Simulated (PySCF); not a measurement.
disilane cation (H6Si2), SMILES [SiH3][SiH3] (connectivity only; charge and spin as stated), charge +1, multiplicity 2. Atoms are numbered in the order given.

```xyz
8

Si     0.0000     0.0000    -1.3860
Si     0.0000     0.0000     1.3860
H     -1.2619    -0.7285    -1.5869
H      1.2619    -0.7285    -1.5869
H      0.0000     1.4571    -1.5869
H     -1.2619     0.7285     1.5869
H      1.2619     0.7285     1.5869
H      0.0000    -1.4571     1.5869
```
Charge +1, spin multiplicity 2.

Coordinates come from a B3LYP-D3(BJ)/def2-TZVP optimisation. The spin state was assumed, not searched.

Method: B3LYP/pcH-1 (PySCF).

Unrestricted Kohn–Sham, ⟨S²⟩ = 0.752. Hyperfine tensors hold the contact and dipolar terms, without spin-orbit corrections.

Computed hyperfine couplings:
```json
[
 {"nucleus": "29Si no. 1", "A(iso) (MHz)": "-34.5", "A(iso) (G)": "-12.3", "dipolar principal values (MHz)": "-108.1, 54.0, 54.0"},
 {"nucleus": "29Si no. 2", "A(iso) (MHz)": "-34.5", "A(iso) (G)": "-12.3", "dipolar principal values (MHz)": "-108.1, 54.0, 54.0"},
 {"nucleus": "1H no. 3", "A(iso) (MHz)": "25.8", "A(iso) (G)": "9.2", "dipolar principal values (MHz)": "-7.8, 1.4, 6.5"},
 {"nucleus": "1H no. 4", "A(iso) (MHz)": "25.8", "A(iso) (G)": "9.2", "dipolar principal values (MHz)": "-7.8, 1.4, 6.5"},
 {"nucleus": "1H no. 5", "A(iso) (MHz)": "25.8", "A(iso) (G)": "9.2", "dipolar principal values (MHz)": "-7.8, 1.4, 6.5"},
 {"nucleus": "1H no. 6", "A(iso) (MHz)": "25.8", "A(iso) (G)": "9.2", "dipolar principal values (MHz)": "-7.8, 1.4, 6.5"},
 {"nucleus": "1H no. 7", "A(iso) (MHz)": "25.8", "A(iso) (G)": "9.2", "dipolar principal values (MHz)": "-7.8, 1.4, 6.5"},
 {"nucleus": "1H no. 8", "A(iso) (MHz)": "25.8", "A(iso) (G)": "9.2", "dipolar principal values (MHz)": "-7.8, 1.4, 6.5"}
]
```

Problem. And the g tensor (effective nuclear charges for spin-orbit coupling, GIAO)? (An estimate is asked for; the answer gives what the named calculation found.)

Solution. principal values 2.0023, 2.0107, 2.0107; isotropic 2.0079.
